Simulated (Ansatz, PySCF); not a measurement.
dimethyl ether (C2H6O), SMILES O(C)C. Atoms are numbered in the order given.

```xyz
9

C      1.1719     0.0000    -0.1949
O      0.0000     0.0000     0.5882
C     -1.1719     0.0000    -0.1949
H      1.2270    -0.8906    -0.8353
H      1.2270     0.8906    -0.8353
H      2.0207     0.0000     0.4872
H     -1.2270    -0.8906    -0.8353
H     -2.0207     0.0000     0.4872
H     -1.2270     0.8906    -0.8353
```
Charge 0, spin multiplicity 1.

Geometry optimised at B3LYP-D3(BJ)/def2-TZVP.

Vertical ionisation energy (IE) and electron affinity (EA) in eV. Rows of orbital energies are one-electron estimates. Where ΔSCF, EOM or ADC give a negative EA the extra electron is unbound and the value depends on the basis.

```csv
level,IE,EA
"−ε(HOMO), −ε(LUMO), B3LYP/def2-TZVPD (PySCF)",7.23,-0.11
"−ε(HOMO), −ε(LUMO), PBE/def2-TZVPD (PySCF)",(withheld),(withheld)
"ΔSCF, PBE0/def2-SVPD (Ansatz), final states of multiplicity 2 and 2",9.95,-1.94
"ΔSCF, PBE/def2-SVPD (Ansatz), final states of multiplicity 2 and 2",9.79,-1.77
```

Question: Some entries are withheld; supply them. (An estimate is asked for; the answer gives what the named calculation found.)

Answer: 
- −ε(HOMO), −ε(LUMO), PBE/def2-TZVPD (PySCF), IE: 5.87
- −ε(HOMO), −ε(LUMO), PBE/def2-TZVPD (PySCF), EA: 0.20

Question: What vertical singlet–triplet gap does ΔSCF give with PBE0/def2-SVPD (Ansatz, an electronic-structure program) and with PBE/def2-SVPD (Ansatz)? (The exact figures need the calculation; the answer reports its results.)

Answer: 6.92 and 6.55 eV (triplet above singlet where positive).
